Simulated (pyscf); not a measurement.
Four-centre exchange: H₂B–CH₃ + HF → H₂B–CH₃ + HF

Gas phase, singlet surface, charge 0. Bonds broken: B2–H9, H6–F8. Bonds formed: B2–H6, F8–H9. Optimised with ωB97X-D3(BJ)/def2-SVP in PySCF. MP2 and CC: frozen core, UHF for open shells. ΔMP2 is the change of the MP2 total energy from the triple- to the quadruple-zeta basis.

Transition state (Å):

```xyz
9

C      0.2305    -0.2458    -1.3423
B     -0.5943    -0.5756    -0.0663
H      1.2970    -0.0239    -1.1945
H     -0.2459     0.7077    -1.6646
H      0.0881    -0.9551    -2.1706
H      0.2002    -0.0330     1.0214
H     -1.6370    -1.1809    -0.1317
F      0.0874     0.4263     2.2930
H     -0.6654    -0.1736     1.3270
```

One imaginary mode, 2416i cm⁻¹; descent along it reached the two sides named.

| bond | change | reactant side (Å) | saddle | product side |
|---|---|---|---|---|
| B2–H9 | breaks | 1.220 | 1.452 | 2.120 |
| H6–F8 | breaks | 0.928 | 1.357 | 2.475 |
| B2–H6 | forms | 2.480 | 1.452 | 1.222 |
| F8–H9 | forms | 2.7 | 1.364 | 0.929 |

Electronic energies relative to the separated reactants (kcal/mol):

```csv
level,barrier,reaction energy,reverse barrier
ωB97X-D3(BJ)/def2-TZVP,65.5,0.0,65.5
PBE/def2-TZVP,53.5,0.0,53.5
r²SCAN/def2-TZVP,59.5,0.0,59.5
B3LYP-D3(BJ)/def2-TZVP,62.7,0.0,62.7
PBE0-D3(BJ)/def2-TZVP,61.2,0.0,61.2
M06-2X/def2-TZVP,69.2,0.0,69.2
ωB97M-D3(BJ)/def2-TZVP,65.5,0.0,65.5
HF/def2-TZVP,89.2,0.0,89.2
MP2/def2-QZVPP,67.7,0.0,67.7
CCSD/def2-TZVPP,74.1,0.0,74.1
CCSD(T)/def2-TZVPP,70.6,0.0,70.6
CCSD(T)/def2-TZVPP + ΔMP2(QZVPP),69.3,0.0,69.3
```

With CCSD(T)/def2-TZVPP + ΔMP2(QZVPP) energies and thermal terms (ideal gas, 1 atm, RRHO with modes under 100 cm⁻¹ raised to 100, one conformer, R ln 2 for chiral ones without a mode under 150 cm⁻¹), in kcal/mol:

| T (K) | ΔH‡ | ΔG‡ | ΔH | ΔG |
|---|---|---|---|---|
| 298 | 67.1 | 75.9 | 0.0 | 0.0 |
| 600 | 67.1 | 84.9 | 0.0 | 0.0 |
| 900 | 67.5 | 93.8 | 0.0 | 0.0 |
| 1200 | 68.1 | 102.4 | 0.0 | 0.0 |

The same reactants have a lower exit, to H₃C–BH–F + H₂ (barrier +8.9 kcal/mol at ωB97M-D3(BJ), against +65.5 kcal/mol here). Another saddle between the same species, by other bonds, lies lower (59.2 kcal/mol against 65.5 kcal/mol at ωB97M-D3(BJ)). The CCSD(T) − MP2 part came from Ansatz, without density fitting, on the same reference.
